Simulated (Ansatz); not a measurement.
# SiH4+ (doublet): from Hartree-Fock to the top rungs at distance Si1–H3 = 1.201 Å, 6-31G

How much of the correlation energy of SiH4+ (doublet) does each wave-function method recover here?

Method: 6-31G, core rule «outside noble gas», up to 5 orbitals frozen; program: Ansatz 0.2.0, Gaussian basis.

Plan: UHF; CCSD(T) on ROHF; CCSD(T) on UHF; BCCD(T) on ROHF; CISD; CCSDT(Q) on ROHF; CCSDT(Q) on UHF; CISDTQ; CCSDTQ on ROHF; CCSDTQ on UHF; CASSCF and MRCISD+Q, 3 electrons in 3 orbitals; CASSCF and NEVPT2, 3 electrons in 3 orbitals; CASSCF and MRCISD+Q, 7 electrons in 8 orbitals; CASSCF and NEVPT2, 7 electrons in 8 orbitals; Full CI.

19 further runs of the same task are left out: 14 that didn't finish, 5 set aside as unsound or not needed.

### Step 1. The geometry

The geometry derives from a PBE0/def2-TZVP stationary point (not a proven minimum). One bond is set to the value named and the two fragments are kept rigid.

5 atoms, charge 1, spin multiplicity 2.

Atoms are counted from 1 here; the program's logs count them from 0.

Bond lengths: Si1–H2 1.538 Å, Si1–H3 1.201 Å, Si1–H4 1.538 Å, Si1–H5 1.538 Å. Angles: H2–Si1–H3 90.0°, H2–Si1–H4 90.0°, H2–Si1–H5 180.0°, H3–Si1–H4 180.0°, H3–Si1–H5 90.0°, H4–Si1–H5 90.0°.

### Step 2. UHF

File in.yaml:

```yaml
crystal:
  periodic: [false, false, false]
  atoms:
    - {symbol: Si, position_ang: [-0.000116, -0.007449, 0.007496]}
    - {symbol: H, position_ang: [-0.011282, 1.083412, 1.091274]}
    - {symbol: H, position_ang: [-0.013270, -0.853930, 0.859375]}
    - {symbol: H, position_ang: [0.016727, 1.076379, -1.083242]}
    - {symbol: H, position_ang: [0.011050, -1.098309, -1.076281]}
basis:
  gaussian: {orbitals: 6-31G}
total_charge: 1
magnetization: {spin_polarized: true, initial_magnetization: 1}
hamiltonian: {xc: hf}
output: {orbitals: {seedname: orbitals}}
```

Run with:

```
> ansatz run in.yaml --threads 1 --pin off --events-out ev --progress --plain --max-ram 2393MiB
```

After this run come: CCSD(T) on ROHF; CCSD(T) on UHF; BCCD(T) on ROHF; CISD; CCSDT(Q) on ROHF; CCSDT(Q) on UHF; CISDTQ; CCSDTQ on ROHF; CCSDTQ on UHF; CASSCF and MRCISD+Q, 3 electrons in 3 orbitals; CASSCF and NEVPT2, 3 electrons in 3 orbitals; CASSCF and MRCISD+Q, 7 electrons in 8 orbitals; CASSCF and NEVPT2, 7 electrons in 8 orbitals; Full CI.

**Question.** What will the summary of the whole plan be? Wanted: FCI below the RHF energy; RMP2 from FCI; UMP2 from FCI; RCCSD from FCI; RCCSD(T) from FCI; UCCSD(T) from FCI; RCCSDT(Q) from FCI; UCCSDT(Q) from FCI; NEVPT2 pair from FCI.

As calculated:

| quantity | value |
| --- | --- |
| FCI below the RHF energy | -2.3632 eV |
| RMP2 from FCI | +706.2 meV |
| UMP2 from FCI | +679.6 meV |
| RCCSD from FCI | +36.9 meV |
| RCCSD(T) from FCI | +10.7 meV |
| UCCSD(T) from FCI | +13.2 meV |
| RCCSDT(Q) from FCI | 0.0 meV |
| UCCSDT(Q) from FCI | 0.0 meV |
| NEVPT2 pair from FCI | +505.4 meV |
| NEVPT2 valence from FCI | +111.4 meV |
| MRCISD+Q valence from FCI | +2.4 meV |
| levels within 1 kcal/mol (43 meV) | RCCSD, UCCSD, RCCSD(T), UCCSD(T), BCCD(T), RCCSDT, UCCSDT, CISDTQ, RCCSDT(Q), UCCSDT(Q), RCCSDTQ, UCCSDTQ, MRCISD valence, MRCISD+Q valence |
| T1 diagnostic | 0.029 |
| effectively unpaired electrons | 1.03 |

RCCSD(T) lands +10.7 meV from the yardstick (0.5 % of the correlation energy). One determinant dominates. Of the multireference levels listed MRCISD+Q valence comes nearest in total energy (+2.4 meV), which doesn't show that its space is the better one. These misses are within one basis, not against nature; the frozen cores of restricted and unrestricted runs differ, which can shift their rows.
